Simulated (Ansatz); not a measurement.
**SiH2O2 (SMILES O[Si]O): levels of theory compared**

Aim: a comparison of 6 runs (HF/STO-3G, B3LYP/STO-3G, PBE/STO-3G, UPBE/STO-3G, wB97X/STO-3G, CCSDT(Q)/STO-3G) of SiH2O2. 

The results are computed with Ansatz 0.2.0.

47 further runs of the same task are left out: 1 that didn't finish, 46 set aside as unsound or not needed.

## Step 1: The structure to begin with

The species is SiH2O2 (5 atoms), meant as a singlet with charge 0. SMILES: `O[Si]O`. The O3–Si2 distance was set to 3.325 Å, away from the relaxed value. At this shape a bond of the SMILES string is far longer than usual.

Bond lengths: O1–Si2 1.642 Å, O1–H4 0.964 Å, O3–H5 0.960 Å. Angles: Si2–O1–H4 117.5°.

## Step 2: The energy at HF/STO-3G (run 1)

The input, in.yaml:

```yaml
basis:
  gaussian:
    orbitals: STO-3G
crystal:
  periodic: [false, false, false]
  atoms:
    - {symbol: O, position_ang: [-2.691163, -1.084371, 0.224085]}
    - {symbol: Si, position_ang: [-1.459963, -1.770071, 1.066785]}
    - {symbol: O, position_ang: [1.036000, 0.187500, 0.068600]}
    - {symbol: H, position_ang: [-2.479863, -0.329871, -0.337015]}
    - {symbol: H, position_ang: [1.901100, -0.013100, 0.433400]}
accuracy: high
hamiltonian:
  xc: hf
```

Started as:

```console
$ ansatz run in.yaml --threads 1 --pin off --max-ram 2610MiB --events-out events.jsonl --progress --plain --runs-dir runs
```

The log of the run:

```text
Warning: RAYON_NUM_THREADS=1 ignored (pool sized by the plan → 1); use --threads N
Functional definition: HF
  name "HF"
  exchange = exact_x
  correlation = 0
349 factors; integrals over basis functions are off by at most 3.3e-8 eV
mean field evaluation 1: about -11807.1988 eV, gradient 3.3e1 eV
mean field evaluation 2: about -11807.2452 eV, gradient 3.3e1 eV
mean field evaluation 4: about -11809.8216 eV, gradient 2.1e1 eV
mean field evaluation 8: about -11811.8339 eV, gradient 9.3e0 eV
mean field evaluation 16: about -11812.3323 eV, gradient 1.4e1 eV
mean field evaluation 32: about -11813.2695 eV, gradient 1.4e0 eV
mean field evaluation 64: about -11812.5870 eV, gradient 4.2e0 eV
mean field -11813.47843723 eV, -434.1373251048 hartree, gradient 6.7e-8 eV, S^2 0.000000; 1 other end points of the search recorded, 0 dependent functions left out
reference -11813.47843723 eV, -434.1373251048 hartree; 16, 16 occupied and 5, 5 virtual orbitals, 349 factors
Total energy: -11813.47843723 eV, -434.1373251048 hartree
```

Run time: 0.14 s. Hardware: 1 thread of Arm Neoverse V2, shared host.

## Step 3: The energy at B3LYP/STO-3G (run 2)

The input, input.yaml:

```yaml
crystal:
  periodic: [false, false, false]
  atoms:
    - {symbol: O, position_ang: [-2.691163, -1.084371, 0.224085]}
    - {symbol: Si, position_ang: [-1.459963, -1.770071, 1.066785]}
    - {symbol: O, position_ang: [1.036000, 0.187500, 0.068600]}
    - {symbol: H, position_ang: [-2.479863, -0.329871, -0.337015]}
    - {symbol: H, position_ang: [1.901100, -0.013100, 0.433400]}
basis:
  gaussian:
    orbitals: STO-3G
hamiltonian:
  xc: {name: B3LYP}
accuracy: high
```

Started as:

```console
$ ansatz run input.yaml --threads 1 --pin off --max-ram 2610MiB --events-out events.jsonl --progress --plain --runs-dir runs
```

The log of the run:

```text
Warning: RAYON_NUM_THREADS=1 ignored (pool sized by the plan → 1); use --threads N
Functional definition: B3LYP
  name "B3LYP"
  parameter a0 = 0.2
  parameter ax = 0.72
  parameter ac = 0.81
  exchange = (1 - a0 - ax)*slater_x + ax*b88_x + a0*exact_x
  correlation = (1 - ac)*vwn_rpa_c + ac*lyp_c
349 factors; integrals over basis functions are off by at most 3.3e-8 eV
mean field evaluation 1: about -11839.6846 eV, gradient 3.2e1 eV
mean field evaluation 2: about -11528.4268 eV, gradient 1.5e2 eV
mean field evaluation 4: about -11840.5985 eV, gradient 3.3e1 eV
mean field evaluation 8: about -11844.3887 eV, gradient 1.9e1 eV
mean field evaluation 16: about -11848.7350 eV, gradient 6.5e-6 eV
mean field -11848.73503782 eV, -435.4329812790 hartree, gradient 2.7e-8 eV, S^2 0.000000; 2 other end points of the search recorded, 0 dependent functions left out
reference -11848.73506754 eV, -435.4329823712 hartree; 16, 16 occupied and 5, 5 virtual orbitals, 349 factors
Total energy: -11848.73506754 eV, -435.4329823712 hartree
```

It took 1.3 s on 1 thread of Arm Neoverse V2, shared host; peak memory 0.095 GiB.

Runs 3 to 5 aren't shown in full; the table further down has their settings and results.

## Step 4: The energy at CCSDT(Q)/STO-3G (run 6)

The input, in.yaml:

```yaml
crystal:
  periodic: [false, false, false]
  atoms:
    - symbol: O
      position_ang: [-2.691163, -1.084371, 0.224085]
    - symbol: Si
      position_ang: [-1.459963, -1.770071, 1.066785]
    - symbol: O
      position_ang: [1.036000, 0.187500, 0.068600]
    - symbol: H
      position_ang: [-2.479863, -0.329871, -0.337015]
    - symbol: H
      position_ang: [1.901100, -0.013100, 0.433400]
basis:
  gaussian: {orbitals: STO-3G}
correlation: {method: ccsdt_q, frozen_orbitals: {H: 0, O: 1, Si: 5}}
accuracy: high
scf: {omitted_lower_state_checks: [cluster_reference, increment]}
```

Started as:

```console
$ ansatz run in.yaml --threads 1 --pin off --max-ram 2610MiB --events-out events.jsonl --progress --plain --runs-dir runs
```

The log of the run:

```text
Warning: RAYON_NUM_THREADS=1 ignored (pool sized by the plan → 1); use --threads N
[... 13 lines left out ...]
7 core orbitals not correlated: weight in the atoms' cores, before any rotation towards them, 1.000 or more for the frozen orbitals, at most 0.000 for the correlated occupied ones
[... 75 lines left out ...]
WARN: these amplitudes may be one of several solutions (largest doubles amplitude 0.98, level shift 10.40 eV)
Total energy: -11821.11749206 eV, -434.4180551919 hartree
Checks for a lower state left out: cluster_reference, increment
```

Run time: 0.83 s. Hardware: 1 thread of Arm Neoverse V2, shared host.

## Step 5: Overview of the runs

```
run            level  frozen core orbitals  energy (Eh)  wall time
  1        HF/STO-3G                     –  -434.137325     0.14 s
  2     B3LYP/STO-3G                     –  -435.432982      1.3 s
  3       PBE/STO-3G                     –  -435.141913      2.5 s
  4      UPBE/STO-3G                     –  -435.155183      4.5 s
  5     wB97X/STO-3G                     –  -435.368203      5.1 s
  6  CCSDT(Q)/STO-3G                     7  -434.418055     0.83 s
```

## Step 6: What came out

| quantity | value |
| --- | --- |
| run 6: total energy | -434.41806 Eh |
| run 6: correlation energy (7 core orbitals frozen) | -280.7 mEh |
| run 6: T1 diagnostic | 0.100 |

**Reading.** Totals of different functionals can't be ranked against each other. In run 6 the log says that unrestricted orbitals would lower the reference, so the values rest on an unstable closed-shell determinant (other closed-shell runs at this shape may share the fault). In runs 1, 2, 3, 4, 5, 6 the basis is minimal, so the values are rough. In runs 1, 2, 3, 5 a closed-shell determinant meets a far-stretched bond, which it describes badly. Spin contamination of the reference: run 4 ⟨S²⟩ = 0.71. Where it is this large, the reference is a mixture of spin states, and values that rest on it are in doubt. All runs together took 14 s, the longest 5.1 s.
